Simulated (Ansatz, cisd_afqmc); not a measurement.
System: CHN, charge 1, doublet. CHN+ (parent SMILES [C-]#[NH+], doublet).
B3LYP-D3(BJ)/def2-TZVP minimum from Ansatz (a first-principles code):
```xyz
3

C      0.0000     0.0000    -0.7191
N      0.0000     0.0000     0.4117
H      0.0000     0.0000     1.4327
```
Charge +1, spin multiplicity 2.

Total energies in cc-pVTZ, 9 correlated electrons, 2 frozen orbitals. Open shells are spin-unrestricted; no spin-orbit coupling. Correlated methods leave the cores frozen. No relativity. AFQMC/CISD: phaseless, guided by CISD from CCSD amplitudes; bars are statistical, one sigma. Outlying blocks are dropped, and bars are widened where a walk drifts. Over all cases where full CI ran beside it in this data, AFQMC minus full CI had a median of +0.1 mEh and passed +0.4 mEh in a tenth of the cases. The UHF reference of CHN+ (parent SMILES [C-]#[NH+], doublet) is spin-contaminated (<S^2> up to 0.28 over the pure value in the sets run). The spin of CHN+ (parent SMILES [C-]#[NH+], doublet) was assumed, and the state is the lowest solution found for it.

| method | program | energy (Eh) | minus CCSDT(Q) (mEh) |
|---|---|---|---|
| HF | Ansatz | -92.49973 | 316.17 |
| MP2 | Ansatz | -92.77348 | 42.42 |
| CCSD | Ansatz | -92.79891 | 16.99 |
| CCSD(T) | Ansatz | -92.81343 | 2.47 |
| CCSDT(Q) | Ansatz | -92.81590 | 0.00 |
| AFQMC/CISD | cisd_afqmc | -92.8143 ± 0.0004 | 1.6 ± 0.4 |

Rough core times of Ansatz's runs on a shared machine: CCSD(T) under 20 s, CCSDT(Q) 3 min.
